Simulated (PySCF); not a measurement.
# SiB+: bond curves at several levels of theory

Aim: find the lowest electronic state of SiB+, scan its bond at several levels of theory, and get bond length, wavenumber and dissociation energy from each curve.

The runs use PySCF 2.14.0; Si 6-31G(d,p), B 6-31G(d,p), no relativity.

### Step 1. Input

The job is set up so:

```
atoms                         : Si, B
charge                        : 1
basis                         : Si 6-31G(d,p), B 6-31G(d,p)
Hamiltonian                   : no relativity
basis functions               : 32
electrons treated             : 18
masses in u                   : 27.9769, 11.0093
levels                        : PBE0, PBE, r²SCAN, r²SCANh, TPSS, BLYP, ωB97X, HF, MP2, SCS-MP2, CCSD, CCSD(T)
grid                          : 80 radial by 434 angular points
occupations                   : held fixed by the projection of orbital angular momentum
dissociation limit            : Si+ + B, each in its ground configuration
starting distance in angstrom : 2.030
values of 2S to try           : 0, 2
```

The run is started by

```
> OMP_NUM_THREADS=1 python dia.py task.json out
```

The runs that follow: First curve: PBE0; Excited determinants; PBE; r²SCAN (meta-GGA); r²SCANh; TPSS; BLYP (GGA); ωB97X (range-separated hybrid); UHF (mean field); Adding correlation.

**Question.** What will these runs give? Wanted: for each run, Re; ωe; De; μ.

As calculated:

Lowest PBE0 solution found, without spin–orbit coupling: ³Π (triplet), unpaired electrons σ ↑, π ↑. State 2 has its PBE0 minimum 0.16 eV higher. State 3 has its PBE0 minimum 0.18 eV higher, as a spin-mixed determinant (⟨S²⟩ = 1.02), so this is no gap between pure states. State 4 has its PBE0 minimum 0.46 eV higher, as a spin-mixed determinant (⟨S²⟩ = 1.00), so this is no gap between pure states. The other levels ran on the lowest alone.

```
      level  Re (Å)  ωe (cm⁻¹)  De (eV)  μ (D)
   UHF-CCSD   2.121        489     2.24    n/a
UHF-CCSD(T)   2.120        515     2.34    n/a
        PBE   2.143        513     3.04   0.63
       BLYP   2.160        486     2.77   0.57
       TPSS   2.130        519     2.83   0.77
     r²SCAN   2.112        546     2.99   0.80
    r²SCANh   2.103        553     2.91   0.82
       PBE0   2.108        542     2.84   0.75
      ωB97X   2.079        568     2.58   0.86
```

De is counted to Si+ + B in their ground configurations. A positive dipole points from Si to B; in an ion it is taken about the centre of mass and does not tell which atom is negative. No constants: UHF (fits of two degrees disagree); UHF-MP2 (the points don't follow one smooth fit); UHF-SCS-MP2 (the points don't follow one smooth fit).

What this shows: The methods spread over 0.081 Å in bond length, from ωB97X to BLYP. Of the levels with a De here, UHF-CCSD gives the least (2.24 eV) and PBE the most (3.04 eV).

Correlated steps freeze 6 core orbitals. T1 is 0.036 near the minimum (highest on the curve 0.053), which may point to more than one leading configuration.
